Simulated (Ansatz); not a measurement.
**SiO (singlet): from Hartree-Fock to the top rungs, 6-31G***

Aim: climb from Hartree-Fock through coupled cluster and multireference methods for SiO (singlet) at one geometry and basis, and see what each rung misses.

Computed with Ansatz 0.2.0, Gaussian basis. Level: 6-31G*, core rule «outside noble gas», up to 6 orbitals frozen.

Plan: UHF; CCSD(T) on RHF; BCCD(T) on RHF; CISD; CCSDT(Q) on RHF; CISDTQ; CCSDTQ on RHF; CASSCF and MRCISD+Q, 10 electrons in 8 orbitals; CASSCF and NEVPT4(SD), 10 electrons in 8 orbitals; CASSCF and NEVPT2, 10 electrons in 8 orbitals.

10 further runs of the same task are left out: 10 set aside as unsound or not needed.

**1. The system**

The geometry is an MP2(full)/6-31G* stationary point (not a proven minimum).

2 atoms, charge 0, spin multiplicity 1.

Atoms are counted from 1 here; the program's logs count them from 0.

Bond lengths: Si1–O2 1.542 Å.

**2. UHF**

Input file in.yaml:

```yaml
crystal:
  periodic: [false, false, false]
  atoms:
    - {symbol: Si, position_ang: [0.000000, 0.000000, 0.000000]}
    - {symbol: O, position_ang: [0.000000, 0.000000, 1.542326]}
basis:
  gaussian: {orbitals: "6-31G*"}
magnetization: {spin_polarized: true, initial_magnetization: 0}
hamiltonian: {xc: hf}
output: {orbitals: {seedname: orbitals}}
```

Run with:

```sh
> ansatz run in.yaml --threads 1 --pin off --events-out ev --progress --plain --max-ram 3956MiB --backend cpu
```

After this run come: CCSD(T) on RHF; BCCD(T) on RHF; CISD; CCSDT(Q) on RHF; CISDTQ; CCSDTQ on RHF; CASSCF and MRCISD+Q, 10 electrons in 8 orbitals; CASSCF and NEVPT4(SD), 10 electrons in 8 orbitals; CASSCF and NEVPT2, 10 electrons in 8 orbitals.

**Question.** What will the summary of the whole plan be? Wanted: RCCSDTQ below the RHF energy; RMP2 from RCCSDTQ; RCCSD from RCCSDTQ; RCCSD(T) from RCCSDTQ; RCCSDT(Q) from RCCSDTQ; NEVPT2 valence from RCCSDTQ; NEVPT4(SD) valence from RCCSDTQ; MRCISD+Q valence from RCCSDTQ; T1 diagnostic.

As calculated:

| quantity | value |
| --- | --- |
| RCCSDTQ below the RHF energy | -7.8284 eV |
| RMP2 from RCCSDTQ | +461.0 meV |
| RCCSD from RCCSDTQ | +373.3 meV |
| RCCSD(T) from RCCSDTQ | +58.5 meV |
| RCCSDT(Q) from RCCSDTQ | -10.1 meV |
| NEVPT2 valence from RCCSDTQ | +1104.1 meV |
| NEVPT4(SD) valence from RCCSDTQ | +237.0 meV |
| MRCISD+Q valence from RCCSDTQ | +101.3 meV |
| levels within 1 kcal/mol (43 meV) | RCCSDT, RCCSDT(Q) |
| T1 diagnostic | 0.032 |
| effectively unpaired electrons | 0.05 |

RCCSD(T) lands +58.5 meV from the yardstick (0.7 % of the correlation energy). One determinant dominates. Of the multireference levels listed MRCISD+Q valence comes nearest in total energy (+101.3 meV), which doesn't show that its space is the better one. These misses are within one basis, not against nature.
